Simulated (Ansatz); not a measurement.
# [Cl···H···N], quartet: the ladder up to UCCSDT(Q)

Geometry: a point of a hydrogen-transfer path between rigid fragments, not a stationary point.

```yaml
atoms:
  - { symbol: Cl, position_ang: [0.0000, 0.0000, -1.4143] }
  - { symbol: H, position_ang: [0.0000, 0.0000, -0.1355] }
  - { symbol: N, position_ang: [0.0000, 0.0000, 1.5497] }
```

Basis cc-pVTZ; Ansatz 0.2.0. Correlated methods freeze the noble-gas cores, which leaves 13 electrons in 72 orbitals. Prefix R: restricted or restricted open-shell reference; prefix U: unrestricted. Active spaces: pair = (5e, 5o) about the gap; valence = (13e, 9o) chosen from the atoms' valence shells.

Full CI isn't at hand for all of this; UCCSDT(Q) serves as the reference, and is uncertain by about the last step of the cluster series. The frozen core follows each run's orbitals, which can shift R against U totals by a few meV.

The UHF ⟨S²⟩ is 3.759, the T1 diagnostic (RCCSD) is 0.0128 and the largest doubles amplitude (RCCSD) is 0.040. The T1 diagnostic (UCCSD) is 0.0080.

```tsv
level	E − E(UCCSDT(Q)) (meV)	share of correlation (%)	wall time
RHF	9682	0.00	–
UHF	9574	1.11	–
RMP2	1296	86.62	–
UMP2	1280	86.78	–
RCCSD	334	96.55	–
UCCSD	329	96.60	–
RCCSD(T)	38	99.60	2.7 s
UCCSD(T)	35	99.64	2.3 s
BCCD(T)	38	99.61	11 s (H100)
RCCSDT	14	99.85	–
UCCSDT	11	99.89	–
RCCSDT(Q)	4	99.96	23 s (H100)
CASSCF (pair space)	9263	4.33	–
NEVPT2 (pair space)	1358	85.98	11 s (H100)
MRCISD (pair space)	977	89.91	–
MRCISD+Q (pair space)	148	98.47	11 s (H100)
CASSCF (valence space)	9182	5.16	–
NEVPT2 (valence space)	1898	80.40	2 s
MRCISD (valence space)	954	90.15	–
MRCISD+Q (valence space)	144	98.51	12 s (H100)
```

The correlation energy at UCCSDT(Q), counted from RHF, is -9.682 eV. That run took 18 s on 2 threads of AMD EPYC 7R13 with a shared H100 80 GB, shared host.

Times hold each run's SCF and search for its determinant on a shared host, so for small cases they say little of a method's own cost; rows without a card ran on 1 thread of AMD EPYC 7R13.

Natural occupations of CASSCF (valence space) about the gap: 1.999 1.978 1.001 1.000 1.000 0.024; effectively unpaired electrons, Σ n²(2−n)², 3.00.
